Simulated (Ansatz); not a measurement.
# SiHCl: ionisation energy by level of theory

One table from this session's results is given with a row withheld; the runs are named, their logs left out.

The runs use Ansatz 0.2.0, Gaussian basis; unrestricted cation, the program's frozen cores in correlated methods.

The runs, in order: UKS PBE-D4/def2-TZVPP; UKS r2SCAN-D4/def2-TZVPP; UKS PBE0-D4/def2-TZVPP; UKS B3LYP-D4/def2-TZVPP; UKS wB97X-V/def2-TZVPP; UKS wB97M-V/def2-TZVPP; UKS B2PLYP/def2-TZVPP; UHF-CCSD(T)/def2-TZVPP; UHF-CCSD(T)/def2-QZVPP; extrapolation to the limit; then −ε(HOMO) from the neutral's earlier runs with LDA (SPW92), PBE-D4, revPBE-D4, BLYP-D4, r2SCAN-D4, B97M-V, PBE0-D4, B3LYP-D4, r2SCANh-D4, r2SCAN0-D4, HSE06-D4, BHLYP-D4, CAM-B3LYP-D4, LC-ωPBE, ωB97X-V, ωB97M-V.

### The geometry

An earlier PBE0-D4 in a triple-zeta def2 set relaxation fixed the geometry.

SMILES `[SiH]Cl`, 3 atoms, charge 0, spin multiplicity 1.

Atoms are counted from 1 here; the program's logs count them from 0.

Bond lengths: Si1–Cl2 2.077 Å, Si1–H3 1.529 Å. Angles: Cl2–Si1–H3 94.7°.

Set-up of the first run:

File in.yaml:

```yaml
crystal:
  periodic: [false, false, false]
  atoms:
    - {symbol: Si, position_ang: [-0.545882, 0.550550, -0.249467]}
    - {symbol: Cl, position_ang: [1.270126, 0.330783, 0.734855]}
    - {symbol: H, position_ang: [-0.735245, -0.946133, -0.498688]}
basis:
  gaussian: {orbitals: def2-TZVPP}
total_charge: 1
magnetization: {spin_polarized: true, initial_magnetization: 1}
hamiltonian: {xc: pbe, dispersion: d4}
```

The run is started by

```bash
ansatz run in.yaml --threads 2 --pin off --events-out ev --progress --plain --max-ram 32768MiB --backend cpu
```

Among the steps run: Cation, UKS PBE-D4/def2-TZVPP; Cation, UKS r2SCAN-D4/def2-TZVPP; Cation, UKS PBE0-D4/def2-TZVPP; Cation, UKS B3LYP-D4/def2-TZVPP; Cation, UKS wB97X-V/def2-TZVPP; Cation, UKS wB97M-V/def2-TZVPP; Cation, UKS B2PLYP (frozen core)/def2-TZVPP; Cation, UHF-CCSD(T)/def2-TZVPP; Cation, UHF-CCSD(T)/def2-QZVPP.

One table of the session follows, with a row left open; its other results are not shown here.

It belongs to the step «Ionisation energies side by side». For comparison, −ε(HOMO) of the neutral from earlier runs:

```
  functional  −ε(HOMO) (eV)
 LDA (SPW92)           5.94
      PBE-D4           5.89
   revPBE-D4           5.86
     BLYP-D4           5.77
   r2SCAN-D4           6.11
      B97M-V           6.19
     PBE0-D4           6.99
    B3LYP-D4           6.81
  r2SCANh-D4           6.51
  r2SCAN0-D4           7.12
    HSE06-D4           6.59
    BHLYP-D4              ?
CAM-B3LYP-D4           8.28
     LC-ωPBE           9.58
     ωB97X-V           9.25
     ωB97M-V           9.06
```

Estimate the missing values for BHLYP-D4.

Worked estimate for «−ε(HOMO) (eV)». Against the share of exact exchange, BLYP-D4 (0, 5.77), B3LYP-D4 (0.2, 6.81) give a slope of 5.20 per unit share; at 0.5 the line stands at 8.37.

As computed: −ε(HOMO) (eV): 7.99. In «−ε(HOMO) (eV)» the line misses by +0.38.
